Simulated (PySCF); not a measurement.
How the method moves the HOMO and LUMO of `C=CC[NH+](C)C`

Compound: C5H12N (charge +1).
Atom-mapped SMILES: `[CH2:1]=[CH:2][CH2:3][NH+:4]([CH3:5])[CH3:6]` (hydrogens: H7, H8 on C1; H9 on C2; H10, H11 on C3; H12 on N4; H13, H14, H15 on C5; H16, H17, H18 on C6)

Structure used (PBE0-D3(BJ)/def2-SVP), in Å, numbered top down from 1:
```
atom  x, y, z in Å
C1     2.231    0.146   -0.650
C2     1.702   -0.050    0.557
C3     0.274   -0.348    0.889
N4    -0.670   -0.132   -0.252
C5    -1.945   -0.872   -0.064
C6    -0.909    1.314   -0.517
H7     3.303    0.319   -0.765
H8     1.657    0.153   -1.585
H9     2.356   -0.038    1.435
H10   -0.084    0.273    1.725
H11    0.172   -1.399    1.202
H12   -0.209   -0.525   -1.083
H13   -1.734   -1.946    0.016
H14   -2.602   -0.682   -0.921
H15   -2.425   -0.517    0.857
H16   -1.485    1.727    0.320
H17   -1.479    1.419   -1.449
H18    0.054    1.829   -0.599
```

Basis pcSseg-1 throughout (PySCF), one geometry. Isolated species at its PBE0-D3(BJ)/def2-SVP geometry (one conformer only).

How do the orbital energies and the gap change with the method?

```json
{"method": "BLYP", "kind": "GGA", "HOMO (eV)": "-10.83", "LUMO (eV)": "-5.22", "gap (eV)": "5.61", "SCF cycles": "15"}
{"method": "B97-D", "kind": "GGA", "HOMO (eV)": "-10.92", "LUMO (eV)": "-5.23", "gap (eV)": "5.69", "SCF cycles": "14"}
{"method": "OPBE", "kind": "GGA", "HOMO (eV)": "-10.97", "LUMO (eV)": "-5.22", "gap (eV)": "5.75", "SCF cycles": "15"}
{"method": "KT3", "kind": "GGA", "HOMO (eV)": "-11.00", "LUMO (eV)": "-5.32", "gap (eV)": "5.68", "SCF cycles": "14"}
{"method": "PBE", "kind": "GGA", "HOMO (eV)": "-11.01", "LUMO (eV)": "-5.35", "gap (eV)": "5.65", "SCF cycles": "14"}
{"method": "KT2", "kind": "GGA", "HOMO (eV)": "-11.01", "LUMO (eV)": "-5.37", "gap (eV)": "5.64", "SCF cycles": "14"}
{"method": "BP86", "kind": "GGA", "HOMO (eV)": "-11.09", "LUMO (eV)": "-5.43", "gap (eV)": "5.67", "SCF cycles": "14"}
{"method": "LDA", "kind": "LDA", "HOMO (eV)": "-11.18", "LUMO (eV)": "-5.57", "gap (eV)": "5.60", "SCF cycles": "14"}
{"method": "B97-2", "kind": "global hybrid", "HOMO (eV)": "-11.87", "LUMO (eV)": "-4.34", "gap (eV)": "7.53", "SCF cycles": "14"}
{"method": "B3LYP", "kind": "global hybrid", "HOMO (eV)": "-11.89", "LUMO (eV)": "-4.54", "gap (eV)": "7.35", "SCF cycles": "13"}
{"method": "PBE0", "kind": "global hybrid", "HOMO (eV)": "-12.13", "LUMO (eV)": "-4.29", "gap (eV)": "7.84", "SCF cycles": "13"}
{"method": "mPW1PW91", "kind": "global hybrid", "HOMO (eV)": "-12.15", "LUMO (eV)": "-4.30", "gap (eV)": "7.85", "SCF cycles": "13"}
{"method": "BHandHLYP", "kind": "global hybrid", "HOMO (eV)": "-13.08", "LUMO (eV)": "-3.26", "gap (eV)": "9.81", "SCF cycles": "12"}
{"method": "CAM-B3LYP", "kind": "range-separated hybrid", "HOMO (eV)": "-13.46", "LUMO (eV)": "-3.19", "gap (eV)": "10.28", "SCF cycles": "12"}
{"method": "wB97X-D", "kind": "range-separated hybrid", "HOMO (eV)": "-14.00", "LUMO (eV)": "-2.44", "gap (eV)": "11.56", "SCF cycles": "12"}
{"method": "HF", "kind": "Hartree–Fock", "HOMO (eV)": "-14.49", "LUMO (eV)": "-0.82", "gap (eV)": "13.67", "SCF cycles": "11"}
{"method": "LC-wPBE", "kind": "range-separated hybrid", "HOMO (eV)": "-14.91", "LUMO (eV)": "-1.92", "gap (eV)": "12.99", "SCF cycles": "12"}
```

The HOMO spans 4.08 eV, from BLYP down to LC-wPBE, and the gap runs from 5.60 eV (LDA) to 13.67 eV (HF). Over the methods BLYP (0 %), B97-D (0 %), OPBE (0 %), KT3 (0 %), PBE (0 %), KT2 (0 %), BP86 (0 %), LDA (0 %), B97-2 (21 %), B3LYP (20 %), PBE0 (25 %), mPW1PW91 (25 %), BHandHLYP (50 %), HF (100 %), a straight line through the gap against the share of exact exchange rises by 0.81 eV for each 10 % (correlation coefficient 0.999).

The vertical ΔSCF ionisation energy at CAM-B3LYP/def2-SVPD is 14.44 eV; −ε(HOMO) comes closest to it with HF (14.49 eV).
